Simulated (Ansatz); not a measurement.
# C₄H₈: basis-set convergence

How large a basis does C₄H₈ need? Two functionals are run in growing sets.

Computed with Ansatz 0.2.0, Gaussian basis. Level: one geometry, several basis sets.

The runs, in order: PBE0-D4/def2-SVP; ωB97M-V/def2-SVP; PBE0-D4/def2-QZVPP; ωB97M-V/def2-QZVPP; the functionals' def2-TZVPP values are taken from earlier runs.

## 1. Structure used throughout

All runs share one geometry, relaxed beforehand with PBE0-D4 in a triple-zeta def2 set.

12 atoms, charge 0, spin multiplicity 1.

Atoms are counted from 1 here; the program's logs count them from 0.

Bond lengths: C1–C2 1.490 Å, C1–H5 1.095 Å, C1–H6 1.095 Å, C1–H7 1.092 Å, C2–C3 1.327 Å, C2–H8 1.090 Å, C3–C4 1.490 Å, C3–H9 1.090 Å, C4–H10 1.095 Å, C4–H11 1.095 Å, C4–H12 1.092 Å. Angles: C2–C1–H5 111.2°, C2–C1–H6 111.2°, C2–C1–H7 111.4°, H5–C1–H6 106.6°, H5–C1–H7 108.1°, H6–C1–H7 108.1°, C1–C2–C3 125.1°, C1–C2–H8 116.4°, C3–C2–H8 118.4°, C2–C3–C4 125.1°, C2–C3–H9 118.4°, C4–C3–H9 116.4°, C3–C4–H10 111.2°, C3–C4–H11 111.2°, C3–C4–H12 111.4°, H10–C4–H11 106.6°, H10–C4–H12 108.1°, H11–C4–H12 108.1°.

## 2. PBE0-D4 in def2-SVP

in.yaml

```yaml
crystal:
  periodic: [false, false, false]
  atoms:
    - {symbol: C, position_ang: [-1.633880, 0.847798, 0.620608]}
    - {symbol: C, position_ang: [-0.415840, 0.482131, -0.155933]}
    - {symbol: C, position_ang: [0.428628, -0.491332, 0.161586]}
    - {symbol: C, position_ang: [1.646684, -0.856977, -0.614939]}
    - {symbol: H, position_ang: [-2.536951, 0.756213, 0.008406]}
    - {symbol: H, position_ang: [-1.590675, 1.887903, 0.959742]}
    - {symbol: H, position_ang: [-1.752812, 0.209347, 1.498455]}
    - {symbol: H, position_ang: [-0.217072, 1.069664, -1.052044]}
    - {symbol: H, position_ang: [0.229841, -1.078871, 1.057690]}
    - {symbol: H, position_ang: [2.549673, -0.765939, -0.002544]}
    - {symbol: H, position_ang: [1.603246, -1.896912, -0.954583]}
    - {symbol: H, position_ang: [1.765957, -0.218122, -1.492445]}
basis:
  gaussian: {orbitals: def2-SVP}
hamiltonian: {xc: pbe0, dispersion: d4}
output: {orbitals: {seedname: orbitals}}
```

Run with:

```console
$ ansatz run in.yaml --threads 4 --pin off --events-out ev --progress --plain --max-ram 10444MiB
```

After this run come: ωB97M-V in def2-SVP; PBE0-D4 in def2-QZVPP; ωB97M-V in def2-QZVPP.

Q: Predict the results of all the runs planned. Wanted: PBE0-D4: double and triple zeta above quadruple; ωB97M-V: double and triple zeta above quadruple.

**Answer**, as computed:

| quantity | value |
| --- | --- |
| PBE0-D4: double and triple zeta above quadruple | 4.89, 0.24 eV |
| ωB97M-V: double and triple zeta above quadruple | 5.19, 0.24 eV |

**Reading.** PBE0-D4 gains 4.65 eV from double to triple zeta, then 0.24 eV more. These are total energies; as a rule much of such shifts cancels in differences, which this series doesn't test. The LUMO of ωB97M-V is positive and keeps falling with the basis (3.15 to 2.16 eV): an unbound level that the basis holds in place.
